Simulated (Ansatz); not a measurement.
**How far each method lies from UCCSDT(Q) for HGa–AsH2, doublet**

Geometry: a PBE0/def2-TZVP stationary point for this spin, not checked as a minimum.

| atom | x (Å) | y (Å) | z (Å) |
| --- | --- | --- | --- |
| Ga | -0.0199 | 0.0531 | 1.2765 |
| As | 0.0437 | -0.0377 | -1.1818 |
| H | 0.0593 | -1.3466 | 2.0575 |
| H | -1.2671 | -0.8186 | -1.1611 |
| H | -0.6656 | 1.2964 | -1.3511 |

Basis cc-pVDZ; Ansatz 0.2.0. Only valence electrons are correlated (noble-gas cores and the filled d shells of p-block atoms frozen), which leaves 11 electrons in 41 orbitals. R marks a restricted (for open shells ROHF) determinant, U an unrestricted one. No spin–orbit coupling is included, and no scalar relativity.

Full CI isn't at hand for all of this; UCCSDT(Q) serves as the reference, and is uncertain by about the last step of the cluster series.

```
UHF ⟨S²⟩                          : 0.761
T1 diagnostic (RCCSD)             : 0.0220
largest doubles amplitude (RCCSD) : 0.044
T1 diagnostic (UCCSD)             : 0.0171
```

Task: From what is known of these methods and the diagnostics, rank them by the size of their error in total energy against UCCSDT(Q) in cc-pVDZ, smallest first (an estimate: the text doesn't fix the numbers).
A. UMP2
B. UHF
C. UCCSD(T)
D. UCCSD
E. UCCSDT

Result: E (9 meV), C (37 meV), D (189 meV), A (1154 meV), B (5547 meV).

All errors are against UCCSDT(Q) in cc-pVDZ. Within each family the higher level lies nearer, as is usual though not guaranteed.

Atomization energy (electronic, same basis, no zero-point term; atoms at the same level, unrestricted beside the R rows where the molecule is a closed shell, but restricted open-shell past Ca, as are all atoms' steps beyond CCSDT(Q)) at UCCSDT(Q): 889.0 kJ/mol. Errors of other levels:

```tsv
level	error (kJ/mol)
UHF	-226.3
UMP2	-29.7
UCCSD	-13.5
UCCSD(T)	-2.3
UCCSDT	-0.7
```

This basis is far from its limit, so the value isn't to be set against a measured one.
